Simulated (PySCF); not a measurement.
Input of a run (PBE0-D3(BJ)/def2-TZVP geometry optimisation, gas phase (PySCF 2.14.0)), started from GFN2-xTB:
```
{"job": {"xc": "PBE0", "basis": "def2-TZVP", "d3": "d3bj", "grid": 2, "kind": "geom"}, "charge": 0, "multiplicity": 1}
C      1.858548     0.459908     0.469172
C      0.653413    -0.398296     0.202429
S      0.353661    -0.938264    -1.501900
C     -0.569680     0.175399    -0.409672
C     -1.936099    -0.255989     0.045128
H      1.745500     0.959294     1.431066
H      1.971557     1.212231    -0.308181
H      2.761305    -0.146440     0.498046
H      0.502182    -1.197878     0.922025
H     -0.508078     1.211903    -0.728802
H     -1.934454    -1.310555     0.311362
H     -2.669419    -0.098750    -0.742957
H     -2.232825     0.327923     0.915965
```

Output (energies in Eh, forces in Eh/bohr):
```
step   0  E = -555.16666223  max force = 0.005312
step   1  E = -555.16682972  max force = 0.003298
step   2  E = -555.16689370  max force = 0.002496
step   3  E = -555.16695747  max force = 0.000798
step   4  E = -555.16696718  max force = 0.000358
optimisation converged
```

Task: Summarise the run.

Result: The energy falls by 0.80 kJ/mol over 5 energy and gradient evaluations, the largest force component goes from 0.0053 to 3.6e-04 Eh/bohr, and the atoms move by 0.022 Å rms after alignment. Among the bonds, C2–C4, C1–H6 and C5–H13 change most and about equally (-0.006 to +0.005 Å). Bonds longer at the end by more than 0.005 Å: 2 of 13; shorter: 1. The energy never rose by more than 1e-6 Eh on the way. The first step brought 55 % of the lowering.

Task: What are the final bond lengths?

Result: C1–C2 1.499 Å, C2–S3 1.814 Å, S3–C4 1.814 Å, C4–C5 1.499 Å, C2–C4 1.477 Å, C1–H6 1.095 Å, C1–H7 1.091 Å, C1–H8 1.092 Å, C2–H9 1.088 Å, C4–H10 1.088 Å, C5–H11 1.091 Å, C5–H12 1.092 Å, C5–H13 1.095 Å. Numbering counts from 1 in the input's order; the species is `C[C@@H]1S[C@H]1C` ((2S,3S)-2,3-dimethylthiirane).

The run used 209 basis functions and 36 SCF cycles in all.

PBE0-D3(BJ)/def2-TZVP frequencies: not computed here.
